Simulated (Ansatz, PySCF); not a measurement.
isobutene (C₄H₈), SMILES C=C(C)C. Atoms are numbered in the order given.

```xyz
12

C     -1.2742     0.0015    -0.6761
C      0.0000     0.0000     0.1272
C      1.2742    -0.0015    -0.6761
C      0.0000     0.0000     1.4668
H     -1.3209     0.8848    -1.3376
H     -1.3242    -0.8832    -1.3354
H     -2.1672     0.0039    -0.0344
H      1.3242     0.8832    -1.3354
H      2.1672    -0.0039    -0.0344
H      1.3209    -0.8848    -1.3376
H      0.9330    -0.0012     2.0378
H     -0.9330     0.0012     2.0378
```
Charge 0, spin multiplicity 1.

Coordinates come from a B3LYP-D3(BJ)/def2-SVP optimisation.

Two levels are set side by side: PBE-D3(BJ)/def2-SVP (Ansatz, a first-principles code) and B3LYP-D3(BJ)/def2-SVP (Ansatz). Each level has its own optimised geometry; the coordinates shown are those of the second. Frequencies come from the Hessian of PySCF at each geometry. Differences are taken from unrounded values.

| quantity | B3LYP-D3(BJ) |
|---|---|
| mean bond length (Å) | 1.196 |
| bond C1–C2 (Å) | 1.506 |
| bond C2–C3 (Å) | 1.506 |
| bond C2–C4 (Å) | 1.340 |
| bond C1–H5 (Å) | 1.104 |
| bond C1–H6 (Å) | 1.104 |
| bond C1–H7 (Å) | 1.100 |
| bond C3–H8 (Å) | 1.104 |
| bond C3–H9 (Å) | 1.100 |
| bond C3–H10 (Å) | 1.104 |
| bond C4–H11 (Å) | 1.094 |
| bond C4–H12 (Å) | 1.094 |
| highest harmonic wavenumber (cm⁻¹) | 3225 |
| mean harmonic wavenumber (cm⁻¹) | 1568 |
| zero-point energy (kcal/mol) | 67.24 |

**Question.** What does PBE-D3(BJ) give, and how far is it from B3LYP-D3(BJ)? (Estimate from the structure and the level; the computed values follow.)

**Answer.** 
| quantity | PBE-D3(BJ) | PBE-D3(BJ) minus B3LYP-D3(BJ) |
|---|---|---|
| mean bond length (Å) | 1.203 | 0.007 |
| bond C1–C2 (Å) | 1.507 | 0.001 |
| bond C2–C3 (Å) | 1.507 | 0.001 |
| bond C2–C4 (Å) | 1.349 | 0.009 |
| bond C1–H5 (Å) | 1.112 | 0.008 |
| bond C1–H6 (Å) | 1.112 | 0.008 |
| bond C1–H7 (Å) | 1.107 | 0.007 |
| bond C3–H8 (Å) | 1.112 | 0.008 |
| bond C3–H9 (Å) | 1.107 | 0.007 |
| bond C3–H10 (Å) | 1.112 | 0.008 |
| bond C4–H11 (Å) | 1.102 | 0.008 |
| bond C4–H12 (Å) | 1.102 | 0.008 |
| highest harmonic wavenumber (cm⁻¹) | 3165 | -60 |
| mean harmonic wavenumber (cm⁻¹) | 1527 | -40 |
| zero-point energy (kcal/mol) | 65.51 | -1.74 |

GGA bonds tend to be longer and softer than those of functionals with exact exchange. Differences between two approximate levels are no errors against the true value.
